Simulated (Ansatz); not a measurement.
C₃H₆N₂ (`C#CNCN`), relaxed with RKS PBE-D4/def2-SVP in the Gaussian-basis code of Ansatz from a rough embedded geometry. The force threshold is 0.03 eV/Å; the program also tests the step.

Total charge 0; spin multiplicity 1.

Start:

```xyz
11

C    -1.025    2.018   -1.563
C    -0.572    1.048   -1.126
N     0.035   -0.164   -0.602
C     0.170   -0.333    0.765
N     1.004   -1.351    1.318
H    -1.541    2.941   -1.924
H    -0.379   -1.041   -1.021
H     0.554    0.636    1.179
H    -0.838   -0.368    1.199
H     0.667   -2.204    0.902
H     1.925   -1.181    0.874
```

By how much does the energy fall, and how many steps does the optimiser take? (Estimate.)

Ansatz gave: 0.91 eV, in 6 steps.

Which bonds change most? (Estimate.)

The calculation gave: C2–N3 from 1.454 to 1.346 Å; N3–C4 from 1.383 to 1.486 Å; C1–C2 from 1.156 to 1.228 Å; C1–H6 from 1.118 to 1.079 Å.

Give the relaxed structure. (Best estimate.)

Ansatz gave: 
```xyz
11

C    -0.994    2.049   -1.571
C    -0.591    0.977   -1.128
N    -0.098   -0.167   -0.618
C     0.102   -0.307    0.848
N     1.076   -1.290    1.227
H    -1.346    2.985   -1.977
H    -0.431   -1.022   -1.076
H     0.413    0.698    1.201
H    -0.858   -0.548    1.359
H     0.764   -2.242    1.002
H     1.964   -1.133    0.734
```
